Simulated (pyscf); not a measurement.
Structures and frequencies: ωB97X-D3(BJ)/def2-SVP in PySCF.

### Question
For the elementary gas-phase step `[FH]` + `[F][C]([F])[Cl]` [doublet] → `[F][C]([F])[F]` [doublet] + `[ClH]` (doublet surface; F–H, C–Cl broken, C–F, Cl–H formed), what barrier and reaction energy does ωB97X-D3(BJ)/def2-TZVP give, measured from the separated reactants?

### Answer
ΔE‡ = 169.3 kJ/mol, ΔE = -17.3 kJ/mol. ωB97M-D3(BJ)/def2-TZVP gives 160.2 kJ/mol and -18.5 kJ/mol. Zero-point energy shifts the barrier by -0.7 kJ/mol. It is a four-centre exchange, with an imaginary mode of 480i cm⁻¹. One saddle was located; it need not be the lowest between these sides.
